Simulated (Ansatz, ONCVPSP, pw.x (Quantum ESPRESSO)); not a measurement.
## pw.x on bcc W: one setting changed

Potential: optimised norm-conserving Vanderbilt (ONCV), ONCVPSP 4.0.1.1 (patched build), PBEsol; core [Kr] 4d10 4f14 5s2, reference 5p6 5d4 6s2; waves: 6s: rc 2.55 bohr, ncon 4, nbas 8, qcut 2.6 1/bohr, 2 projectors, debl 2.7 Ha; 5p: rc 1.85 bohr, ncon 5, nbas 9, qcut 9 1/bohr, 1 projector; 5d: rc 2.75 bohr, ncon 3, nbas 8, qcut 6 1/bohr, 2 projectors, debl 3.8 Ha; local part: polynomial inside 1.85 bohr (lpopt 3, dvloc0 0 Ha); core correction: Teter function, fcfact 1.5, rcfact 1.2.

The reference run (k-mesh 15³, cutoffs 75/300 Ry, Fermi–Dirac 0.01 Ry, mixing_beta 0.4, conv_thr 1e-9, no spin) gives -2.10 GPa at 15.687 Å³/atom, where all-electron LAPW gives 0.22 GPa. This run, with its own iteration cap, changes k-mesh points per axis to 4.

```
&control
  calculation='scf', prefix='x', pseudo_dir='./', outdir='./tmp', tstress=.true., disk_io='none'
/
&system
  ibrav=0, nat=1, ntyp=1, ecutwfc=75, ecutrho=300, nbnd=14,
  occupations='smearing', smearing='fd', degauss=0.01
/
&electrons
  conv_thr=1e-09, mixing_beta=0.4, electron_maxstep=60
/
ATOMIC_SPECIES
W 1.0 W.UPF
CELL_PARAMETERS angstrom
  -1.57698163 1.57698163 1.57698163
  1.57698163 -1.57698163 1.57698163
  1.57698163 1.57698163 -1.57698163
ATOMIC_POSITIONS crystal
W 0.0000 0.0000 0.0000
K_POINTS automatic
4 4 4 0 0 0
```

```bash
pw.x < W.scf.in > W.scf.out
```

Problem. How does the run end?

Solution. It converges in 7 iterations; the free energy moves by +159.0 meV/atom and the pressure by -1.00 GPa.

```
Message from routine setup:
     using ibrav=0 with symmetry is DISCOURAGED, use correct ibrav instead
     lattice parameter (alat)  =       5.1616  a.u.
     unit-cell volume          =     105.8611 (a.u.)^3
     number of electrons       =        12.00
     number of Kohn-Sham states=           14
     kinetic-energy cutoff     =      75.0000  Ry
     charge density cutoff     =     300.0000  Ry
     scf convergence threshold =      1.0E-09
     Exchange-correlation= PBESOL
     number of k points=     8  Fermi-Dirac smearing, width (Ry)=  0.0100
     iteration #  1     ecut=    75.00 Ry     beta= 0.40
     total energy              =     -93.84968262 Ry
     estimated scf accuracy    <       0.02837370 Ry
     iteration #  2     ecut=    75.00 Ry     beta= 0.40
     total energy              =     -93.84894334 Ry
     estimated scf accuracy    <       0.00602393 Ry
     iteration #  3     ecut=    75.00 Ry     beta= 0.40
     total energy              =     -93.84947878 Ry
     estimated scf accuracy    <       0.00032209 Ry
     iteration #  4     ecut=    75.00 Ry     beta= 0.40
     total energy              =     -93.84949564 Ry
     estimated scf accuracy    <       0.00000371 Ry
     iteration #  5     ecut=    75.00 Ry     beta= 0.40
     total energy              =     -93.84949691 Ry
     estimated scf accuracy    <       0.00000003 Ry
     iteration #  6     ecut=    75.00 Ry     beta= 0.40
     total energy              =     -93.84949693 Ry
     estimated scf accuracy    <          2.9E-09 Ry
     iteration #  7     ecut=    75.00 Ry     beta= 0.40
     the Fermi energy is    21.2930 ev
!    total energy              =     -93.84949693 Ry
     estimated scf accuracy    <          3.4E-10 Ry
     smearing contrib. (-TS)   =      -0.00278504 Ry
     The total energy is F=E-TS. E is the sum of the following terms:
     one-electron contribution =       0.26178167 Ry
     hartree contribution      =       8.20121994 Ry
     xc contribution           =     -14.38379563 Ry
     ewald contribution        =     -87.92591787 Ry
     convergence has been achieved in   7 iterations
          total   stress  (Ry/bohr**3)                   (kbar)     P=      -30.98
     Message from routine punch:
     Nothing written, as per user request (disk_io='none')
```

The run took about 2.6 s on one core of a shared host (AMD EPYC 7R43 64-Core Processor, 256 threads, 1004 GiB, load 120).
